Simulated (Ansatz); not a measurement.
**C2H2N radical: one species, many methods**

Aim: compute C2H2N radical with functionals from several rungs and with coupled cluster, and see how far each lands from CCSD(T) at the basis-set limit for the atomisation energy.

Program: Ansatz 0.2.0, Gaussian basis. Level of theory: functionals in def2-TZVPP, the program's frozen cores in correlated methods. These are calculated values, not measurements.

The runs, in order: LDA (SPW92), PBE-D4, revPBE-D4, BLYP-D4, r2SCAN-D4, B97M-V, PBE0-D4, B3LYP-D4, r2SCANh-D4, r2SCAN0-D4, HSE06-D4, BHLYP-D4, CAM-B3LYP-D4, LC-ωPBE, ωB97X-V, ωB97M-V, B2PLYP, PBE-QIDH; CCSD(T)/def2-SVP; CCSD(T)/def2-TZVPP; CCSD(T)/def2-QZVPP; extrapolation to the limit; RPA on PBE.

### 1 The geometry

The geometry comes from an earlier relaxation with PBE0-D4 in a triple-zeta def2 set; it is a stationary point.

SMILES `[CH2]C#N`, 5 atoms, charge 0, spin multiplicity 2.

Atoms are counted from 1 here; the program's logs count them from 0.

Bond lengths: C1–C2 1.376 Å, C1–H4 1.081 Å, C1–H5 1.081 Å, C2–N3 1.165 Å. Angles: C2–C1–H4 120.0°, C2–C1–H5 120.0°, H4–C1–H5 119.9°, C1–C2–N3 180.0°.

### 2 LDA

This LDA is Slater exchange with PW92 correlation.

The input, in.yaml:

```yaml
crystal:
  periodic: [false, false, false]
  atoms:
    - {symbol: C, position_ang: [-0.303916, 0.342002, -0.317425]}
    - {symbol: C, position_ang: [0.458075, -0.524011, 0.433102]}
    - {symbol: N, position_ang: [1.103008, -1.256930, 1.068259]}
    - {symbol: H, position_ang: [-1.157112, -0.027098, -0.869588]}
    - {symbol: H, position_ang: [-0.050156, 1.392337, -0.355649]}
basis:
  gaussian: {orbitals: def2-TZVPP}
magnetization: {spin_polarized: true, initial_magnetization: 1}
hamiltonian: {xc: lda}
output: {orbitals: {seedname: orbitals}}
```

Launch:

```
$ ansatz run in.yaml --threads 2 --pin off --events-out ev --progress --plain --max-ram 31744MiB --backend cpu
```

After this run come: PBE-D4 (GGA); revPBE-D4 (GGA); BLYP-D4 (GGA); r2SCAN-D4 (meta-GGA); B97M-V (meta-GGA); PBE0-D4 (hybrid); B3LYP-D4 (hybrid); r2SCANh-D4 (hybrid); r2SCAN0-D4 (hybrid); HSE06-D4 (hybrid); BHLYP-D4 (hybrid); CAM-B3LYP-D4 (range-separated); LC-ωPBE (range-separated); ωB97X-V (range-separated); ωB97M-V (range-separated); B2PLYP (double hybrid); PBE-QIDH (double hybrid); CCSD(T) in def2-SVP; CCSD(T) in def2-TZVPP; CCSD(T) in def2-QZVPP; RPA on PBE orbitals.

Q: Predict the results of all the runs planned. Wanted: atomisation energy, CCSD(T)/CBS; farthest beyond LDA; mean size of error, GGA; mean size of error, meta-GGA; mean size of error, hybrid; mean size of error, range-separated; mean size of error, double hybrid; gap, smallest and largest; T1 diagnostic.

The runs gave:

| quantity | value |
| --- | --- |
| atomisation energy, CCSD(T)/CBS | 2130.5 kJ/mol |
| functionals within 10.7 kJ/mol (0.5 %) | r2SCANh-D4, PBE-QIDH |
| farthest beyond LDA | PBE-D4 (+123.4 kJ/mol) |
| mean size of error, GGA | 83.2 kJ/mol |
| mean size of error, meta-GGA | 30.2 kJ/mol |
| mean size of error, hybrid | 38.4 kJ/mol |
| mean size of error, range-separated | 24.2 kJ/mol |
| mean size of error, double hybrid | 6.9 kJ/mol |
| gap, smallest and largest | 1.23 eV (LDA (SPW92)), 9.57 eV (LC-ωPBE) |
| T1 diagnostic | 0.0348 |
| triples share of the correlation energy | 4.6 % |

The LDA atomisation energy is off by 363.2 kJ/mol (17 %): it overbinds. PBE-D4 is off by +123.4 kJ/mol. Double hybrids carry the basis error of their MP2 part in triple zeta, and no dispersion term here, so their miss is partly the set-up's. Taken by rung, double hybrid functionals do best (6.9 kJ/mol on average) and GGA ones worst beyond LDA (83.2 kJ/mol). The reference freezes the cores and leaves out relativity and excitations past (T), so misses under about 10.7 kJ/mol can't be ranked. Hartree-Fock recovers 70 % of the binding; the rest is correlation. CCSD(T) in def2-SVP is off by -97.2 kJ/mol, so the small basis spoils what the method gains. The gap grows from 1.2 to 9.6 eV across the functionals, mostly with the share of exact exchange. The UHF reference is spin-contaminated (⟨S²⟩ = 0.93 against 0.75).
